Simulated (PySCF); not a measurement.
Species: Si₂H₄ (triplet state).
Geometry (GFN2-xTB, Å), atoms numbered from 1 in this order:
```xyz
6
Si2H4 angstrom
Si     1.509   -0.154    0.602
Si    -0.650    0.042   -0.013
H      2.718   -0.142   -0.241
H     -1.147   -1.009   -0.919
H     -1.005    1.305   -0.683
H     -1.421   -0.039    1.233
```

As a line formula: `[SiH][SiH3]` [triplet].

Theory: UKS B3LYP, pcH-1 on H Si, non-relativistic, mean-field spin-orbit, GIAO in PySCF 2.14.0. Geometry: GFN2-xTB; no solvent, vibrations or thermal averaging. This triplet need not be the ground state; the singlet was not compared here. Couplings are sensitive to structure, and on GFN2-xTB geometries they can be far from those on DFT ones, by a factor of two or more for some ions and for spin on atoms past the first row.

Principal values of hyperfine tensors in MHz (contact, dipolar and spin–orbit terms together), for some of the nuclei:

```tsv
atom	isotope	A1	A2	A3	alike by the symmetry of this geometry
Si1	29Si	-388.93	-357.59	-238.36	none
H4	1H	44.04	45.76	49.53	H5
H3	1H	30.08	33.40	43.22	none
H6	1H	-4.20	-4.06	2.27	none
```

Task: Split each tensor into its isotropic and traceless parts, and turn a_iso into mT with g = 2.0032.

Result: a_iso is a third of the trace, T = A − a_iso, and a(mT) = a(MHz)/(g × 13.996). The tensors hold a spin–orbit part: the run splits a_iso into a_FC + a_SO, and T includes its anisotropic share.

```json
{"atom": "Si1", "a_iso (MHz)": "-328.29", "a_FC": "-329.44", "a_SO": "1.15", "a_iso (mT)": "-11.709", "T1": "-60.64", "T2": "-29.30", "T3": "89.94"}
{"atom": "H4", "a_iso (MHz)": "46.44", "a_FC": "46.44", "a_SO": "0.00", "a_iso (mT)": "1.656", "T1": "-2.41", "T2": "-0.68", "T3": "3.08"}
{"atom": "H3", "a_iso (MHz)": "35.57", "a_FC": "35.55", "a_SO": "0.02", "a_iso (mT)": "1.269", "T1": "-5.49", "T2": "-2.17", "T3": "7.65"}
{"atom": "H6", "a_iso (MHz)": "-2.00", "a_FC": "-1.99", "a_SO": "0.00", "a_iso (mT)": "-0.071", "T1": "-2.21", "T2": "-2.06", "T3": "4.27"}
```

Task: What spin density at the nucleus of Si1 lies behind its contact coupling (g_N = -1.11058)?

Result: a_FC = (2μ0/3) gₑ μB g_N μN ρ(0)/(2S·h) = 800.24 MHz × g_N × ρ(0)/(2S), with ρ in bohr⁻³. With a_FC = -329.44 MHz and 2S = 2, ρ(0) = 0.7414 bohr⁻³. The nuclear moment is negative, so coupling and spin density have opposite signs.

Task: Si2 (29Si, g_N = -1.11058) isn't in the table. Its spin density at the nucleus is 0.07791 bohr⁻³. What is its contact coupling?

Result: By the same relation, a_FC = -34.6 MHz. Its full tensor has the principal values -45.91, -29.78, -28.05 MHz.

Task: Name the largest traceless tensor T of the table and describe it.

Result: Si1: -60.6, -29.3, 89.9 MHz (the dipolar term alone has -60.0, -29.0, 89.0), rhombic: the two smaller values differ by 35 % of the largest.
